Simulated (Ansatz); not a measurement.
**Molecular dynamics of CHClLi, charge +1**

input.yaml

```yaml
crystal:
  periodic: [false, false, false]
  atoms:
    - { symbol: Li, position_ang: [1.314954, -0.879753, 1.215654] }
    - { symbol: C, position_ang: [-0.145184, -0.070014, -0.090486] }
    - { symbol: Cl, position_ang: [-0.184864, 1.529636, -0.53937] }
    - { symbol: H, position_ang: [-0.984906, -0.579879, -0.585798] }
total_charge: 1
basis:
  gaussian: { orbitals: "6-31G*" }
hamiltonian:
  xc: b3lyp
md:
  timestep: 1.0
  n_steps: 150
  ensemble: nvt_nose_hoover
  temperature: 700.0
  initial_velocities: maxwell_boltzmann
  seed: 661631
```

Command:

```bash
$ ansatz run input.yaml --threads 1 --pin off --max-ram 2048MiB --backend cpu --events-out ev --progress --plain --runs-dir out
```

It starts from a relaxed structure.

Output, in part (one step line in 6, the closing report, with atoms numbered from 0; the dipole of an ion depends on the origin):

```
md step     0: t =     0.00 fs  T =   700.0 K  F+E_penalty+E_count = -13771.98704547 eV  E_kin = 0.180964 eV  conserved = -13771.80608147 eV  (24 SCF iters)
md step     6: t =     6.00 fs  T =   431.1 K  F+E_penalty+E_count = -13771.91411060 eV  E_kin = 0.111442 eV  conserved = -13771.80277578 eV  (27 SCF iters)
md step    12: t =    12.00 fs  T =   325.9 K  F+E_penalty+E_count = -13771.88679922 eV  E_kin = 0.084245 eV  conserved = -13771.80300697 eV  (26 SCF iters)
md step    18: t =    18.00 fs  T =   214.9 K  F+E_penalty+E_count = -13771.85456916 eV  E_kin = 0.055565 eV  conserved = -13771.80010803 eV  (27 SCF iters)
md step    24: t =    24.00 fs  T =   291.6 K  F+E_penalty+E_count = -13771.87176570 eV  E_kin = 0.075385 eV  conserved = -13771.79857396 eV  (26 SCF iters)
md step    30: t =    30.00 fs  T =   250.2 K  F+E_penalty+E_count = -13771.86130585 eV  E_kin = 0.064670 eV  conserved = -13771.80027564 eV  (26 SCF iters)
md step    36: t =    36.00 fs  T =   319.2 K  F+E_penalty+E_count = -13771.88095186 eV  E_kin = 0.082531 eV  conserved = -13771.80366018 eV  (27 SCF iters)
md step    42: t =    42.00 fs  T =   242.8 K  F+E_penalty+E_count = -13771.85938244 eV  E_kin = 0.062780 eV  conserved = -13771.80315455 eV  (24 SCF iters)
md step    48: t =    48.00 fs  T =   446.7 K  F+E_penalty+E_count = -13771.91294423 eV  E_kin = 0.115485 eV  conserved = -13771.80581875 eV  (25 SCF iters)
md step    54: t =    54.00 fs  T =   583.0 K  F+E_penalty+E_count = -13771.94524258 eV  E_kin = 0.150708 eV  conserved = -13771.80614938 eV  (25 SCF iters)
md step    60: t =    60.00 fs  T =   343.3 K  F+E_penalty+E_count = -13771.87497538 eV  E_kin = 0.088742 eV  conserved = -13771.80199791 eV  (25 SCF iters)
md step    66: t =    66.00 fs  T =   240.0 K  F+E_penalty+E_count = -13771.84487229 eV  E_kin = 0.062050 eV  conserved = -13771.80173257 eV  (26 SCF iters)
md step    72: t =    72.00 fs  T =   245.4 K  F+E_penalty+E_count = -13771.83972786 eV  E_kin = 0.063448 eV  conserved = -13771.79917798 eV  (27 SCF iters)
md step    78: t =    78.00 fs  T =   415.7 K  F+E_penalty+E_count = -13771.87550258 eV  E_kin = 0.107455 eV  conserved = -13771.79753353 eV  (26 SCF iters)
md step    84: t =    84.00 fs  T =   413.7 K  F+E_penalty+E_count = -13771.86902848 eV  E_kin = 0.106942 eV  conserved = -13771.79939300 eV  (27 SCF iters)
md step    90: t =    90.00 fs  T =   565.6 K  F+E_penalty+E_count = -13771.90368743 eV  E_kin = 0.146227 eV  conserved = -13771.80355908 eV  (27 SCF iters)
md step    96: t =    96.00 fs  T =   499.5 K  F+E_penalty+E_count = -13771.87769128 eV  E_kin = 0.129118 eV  conserved = -13771.80232569 eV  (25 SCF iters)
md step   102: t =   102.00 fs  T =   741.6 K  F+E_penalty+E_count = -13771.93416749 eV  E_kin = 0.191731 eV  conserved = -13771.80550132 eV  (26 SCF iters)
md step   108: t =   108.00 fs  T =   859.5 K  F+E_penalty+E_count = -13771.95328098 eV  E_kin = 0.222195 eV  conserved = -13771.80575409 eV  (27 SCF iters)
md step   114: t =   114.00 fs  T =   555.3 K  F+E_penalty+E_count = -13771.85713072 eV  E_kin = 0.143545 eV  conserved = -13771.80131087 eV  (26 SCF iters)
md step   120: t =   120.00 fs  T =   388.2 K  F+E_penalty+E_count = -13771.80784586 eV  E_kin = 0.100365 eV  conserved = -13771.80323149 eV  (26 SCF iters)
md step   126: t =   126.00 fs  T =   245.4 K  F+E_penalty+E_count = -13771.75735227 eV  E_kin = 0.063445 eV  conserved = -13771.79770235 eV  (28 SCF iters)
md step   132: t =   132.00 fs  T =   288.0 K  F+E_penalty+E_count = -13771.75576567 eV  E_kin = 0.074442 eV  conserved = -13771.79466656 eV  (26 SCF iters)
md step   138: t =   138.00 fs  T =   335.2 K  F+E_penalty+E_count = -13771.75677863 eV  E_kin = 0.086660 eV  conserved = -13771.79602003 eV  (26 SCF iters)
md step   144: t =   144.00 fs  T =   442.7 K  F+E_penalty+E_count = -13771.76813610 eV  E_kin = 0.114446 eV  conserved = -13771.79474057 eV  (27 SCF iters)
md step   150: t =   150.00 fs  T =   266.1 K  F+E_penalty+E_count = -13771.71208074 eV  E_kin = 0.068804 eV  conserved = -13771.79628470 eV  (27 SCF iters)
Total energy: -13771.71237067 eV, -506.1010948201 hartree
Atom 0 at     1.254579    -1.059782     1.264605 Å, force     0.229594     0.053185    -0.122632 eV/Å
Atom 1 at     0.014155     0.012677    -0.075062 Å, force    -2.515453    -2.120916     0.442172 eV/Å
Atom 2 at    -0.225782     1.535753    -0.562996 Å, force     0.225687     1.304812    -0.494511 eV/Å
Atom 3 at    -1.028812    -0.540826    -0.275732 Å, force     2.060171     0.762919     0.174971 eV/Å
Dipole moment:     0.745618    -1.390550     1.076548 e Å
```

All steps were run. The conserved energy stayed within 2.9 meV per atom of its start (net change 2.4 meV per atom), so the integration is sound. The mean temperature of the second half is 28 % below the set value. A run of 0.15 ps of so small a system gives no equilibrium averages.

The same pairs are bonded in the first frame and the last. Pairs count as bonded within 1.25 times the sum of covalent radii (0.12 Å more for H–H).

Last frame:

```xyz
4
Properties=species:S:1:pos:R:3
Li 1.255 -1.060 1.265
C 0.014 0.013 -0.075
Cl -0.226 1.536 -0.563
H -1.029 -0.541 -0.276
```

Run time: 3.6 min on 1 thread of Arm Neoverse V1, on a shared host, peak memory 0.093 GiB.
